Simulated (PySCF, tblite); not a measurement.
Potential energy surface of CHN, singlet: collinear H-C-N surface. Scanned: H-C distance and C-N distance.

Levels: GFN2-xTB, 300 K electronic temperature (tblite); RHF/aug-cc-pVDZ (PySCF); B3LYP/aug-cc-pVDZ (PySCF); r2SCAN/aug-cc-pVDZ (PySCF); MP2 on RHF/aug-cc-pVDZ, 2 core orbitals frozen (PySCF); CCSD on RHF/aug-cc-pVDZ, 2 core orbitals frozen (PySCF); CCSD(T) on RHF/aug-cc-pVDZ, 2 core orbitals frozen (PySCF).

Energies in eV at chosen points (x: H-C distance (Å); y: C-N distance (Å)), relative to x = 1.07, y = 1.15:

| method | (1.24, 1.26) | (0.91, 0.98) | (1.39, 1.09) | (1.24, 1.09) | (0.96, 1.49) | (1.60, 1.21) | (1.07, 1.49) |
|---|---|---|---|---|---|---|---|
| GFN2-xTB | 1.187 | 3.071 | 1.164 | 0.547 | 4.212 | 2.307 | 4.020 |
| RHF | 1.361 | 3.123 | 1.473 | 0.633 | 5.215 | 2.962 | 4.862 |
| B3LYP | 0.897 | 3.575 | 1.469 | 0.730 | 3.945 | 2.390 | 3.561 |
| r2SCAN | 0.843 | 3.666 | 1.488 | 0.753 | 3.845 | 2.334 | 3.449 |
| MP2 | 0.561 | 4.095 | 1.659 | 0.900 | 2.730 | 2.264 | 2.331 |
| CCSD | 0.737 | 3.946 | 1.538 | 0.805 | 3.581 | 2.281 | 3.179 |
| CCSD(T) | 0.628 | 4.062 | 1.557 | 0.837 | 3.235 | 2.170 | 2.823 |
